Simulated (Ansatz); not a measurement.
CH₂FN (`N=CF`). Total charge 0; spin multiplicity 1. The structure was optimised at the PBE0-D4/def2-TZVP level. It is one conformer, not always the lowest.

```xyz
5

N    -0.739    0.522    0.305
C     0.155   -0.282   -0.004
F     0.116   -1.529    0.454
H    -0.568    1.428   -0.122
H     1.036   -0.139   -0.633
```

(1) What is the dipole moment at PBE/def2-TZVPP? (An estimate is asked.)

(2) And with r2SCAN, B3LYP, ωB97M-V? (Estimate.)

(3) Give the Mulliken charges with PBE, r2SCAN, B3LYP in def2-TZVPP. (Best estimate.)

Results:

(1) Computed: 2.62 D, with components (1.68, 1.28, -1.55) D in this frame, pointing from negative to positive charge.

(2) The calculation gave: r2SCAN 2.71 D, B3LYP 2.78 D, ωB97M-V 2.81 D.

(3) Computed: 
```json
{"atom": "N1", "PBE": "-0.18", "r2SCAN": "-0.26", "B3LYP": "-0.19"}
{"atom": "C2", "PBE": "0.06", "r2SCAN": "0.18", "B3LYP": "0.11"}
{"atom": "F3", "PBE": "-0.13", "r2SCAN": "-0.17", "B3LYP": "-0.17"}
{"atom": "H4", "PBE": "0.17", "r2SCAN": "0.16", "B3LYP": "0.16"}
{"atom": "H5", "PBE": "0.08", "r2SCAN": "0.08", "B3LYP": "0.10"}
```

B3LYP here is the variant with VWN-RPA as its local correlation; programs differ in this.
